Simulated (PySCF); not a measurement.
Gas-phase reaction: 5 SiH2Cl2 + SiH2 → 2 SiCl3 + 4 SiH3Cl

Method: PySCF energies (xtb for GFN2) plus ideal-gas RRHO corrections (1 bar). The comparison is the NASA 1993 polynomial table, which mixes measured and estimated data. After a fit of one offset per element over all species, the range-separated, M06-2X, PBE0/def2-QZVP and CCSD(T)/def2-TZVPP enthalpies, where run, lie to one side of the table for SiCl3 (+68 kJ/mol): a fault of the table's entry, another state or a shared error of the levels is possible; this was not checked at source. † marks an energy on the PBE0/def2-TZVP geometry and frequencies; other levels use their own. CCSD(T) freezes the core. Open shells (unrestricted): SiCl3 (multiplicity 2); the rest are closed-shell singlets. GFN2 has no spin-polarisation term. B3LYP is the form with VWN-RPA correlation. For this reaction the table lies outside the span of B3LYP, CCSD(T), M06-2X, MP2, PBE0, r2SCAN, ωB97M-V, ωB97X-V in their largest bases here; which side is off was not settled. CCSD(T) isn't extrapolated to the basis-set limit; its ΔH°(298 K) is 107.0 kJ in def2-SVP and 109.7 kJ in def2-TZVPP. The harmonic model lacks anharmonicity and excited electronic states, which grow with temperature; levels with a mode under 35 cm⁻¹ are left out. The table's entry may be an old estimate for SiH2Cl2, SiH2, SiCl3, SiH3Cl (not checked at source).

| level | ΔH°(298 K), kJ | minus table | ΔG°(1800 K), kJ |
|---|---|---|---|
| table | 9.0 | - | 23.0 |
| B3LYP/def2-TZVP† | 81.4 | 72.4 | 81.7 |
| CCSD(T)/def2-TZVPP† | 109.7 | 100.7 | 110.0 |
| GFN2-xTB | 159.2 | 150.2 | 159.2 |
| M06-2X/def2-TZVP† | 89.8 | 80.8 | 90.1 |
| PBE/def2-SVP | 57.4 | 48.4 | 54.9 |
| PBE/def2-TZVP† | 61.5 | 52.5 | 61.8 |
| PBE0/def2-SVP† | 69.7 | 60.7 | 70.0 |
| PBE0/def2-TZVP | 70.0 | 61.0 | 70.3 |
| r2SCAN/def2-TZVP† | 49.9 | 40.9 | 50.2 |
